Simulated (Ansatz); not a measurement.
The same path of BH3 + ClH (6 atoms, charge 0, multiplicity 1) was run twice with different band settings. Lost on the way: B1–H2, Cl5–H6. Made: B1–Cl5, H2–H6.

Level of theory: Ansatz 0.2.0, RKS PBE0/def2-SVPD.

Relaxed end points:

```xyz
6
Properties=species:S:1:pos:R:3
B 0.000 0.145 0.002
H -0.011 0.653 1.100
H 1.040 0.105 -0.607
H -1.042 0.037 -0.596
Cl 0.077 -2.060 0.762
H 0.065 -1.804 2.027
```

```xyz
6
Properties=species:S:1:pos:R:3
B 0.021 -0.585 -0.486
H 0.020 0.390 2.247
H 1.055 0.025 -0.508
H -1.063 -0.070 -0.495
Cl 0.099 -2.328 -0.467
H -0.004 -0.355 2.400
```

Common settings: climbing image yes; spring 5.0 eV/Å²; optimiser quadratic models (default); start path through a guess of the saddle point; force threshold 0.05 eV/Å; iteration limit 60; end points relaxed.

| run | movable images |
| --- | --- |
| 1 | 7 |
| 2 | 1 |

Problem. What does each run give, and how far can it be trusted?

Solution. Run 1: converged after 10 iterations, highest image 0.235 eV above the first end. A vibrational analysis at the climbing image gives one clearly imaginary mode, 527i cm⁻¹: a first-order saddle point.
Run 2: converged after 16 iterations, highest image 0.235 eV above the first end. Another band between the same ends (7 images) ends at a top of the same energy, where a vibrational analysis finds 1 clearly imaginary mode. So few images can step over the top or miss a turn of the path.
The orbitals stay closed-shell, which can raise the energy where a bond breaks towards radicals; this wasn't checked here.
